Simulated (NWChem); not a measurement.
CH cation, singlet

```xyz
2

C      0.0000     0.0000    -0.1450
H      0.0000     0.0000     1.0022
```
Atoms are numbered in this order, from 1.

Low-valent species are run as closed-shell singlets; no triplet was tried in these runs. Geometry: optimised at PBE0/def2-SVP.

List the 6 lowest vertical singlet excitations from LDA (Slater exchange, VWN5)/aug-cc-pVDZ, full TDDFT (NWChem).


```tsv
state	energy (eV)	oscillator strength	leading excitation (squared amplitude)
S1	2.57	0.004	HOMO → LUMO (1.03)
S2	2.57	0.004	HOMO → LUMO+1 (1.03)
S3	12.07	0.272	HOMO → LUMO+2 (0.89)
S4	12.92	0.160	HOMO−1 → LUMO (0.93)
S5	12.92	0.160	HOMO−1 → LUMO+1 (0.93)
S6	14.80	0.002	HOMO → LUMO+4 (0.96)
```
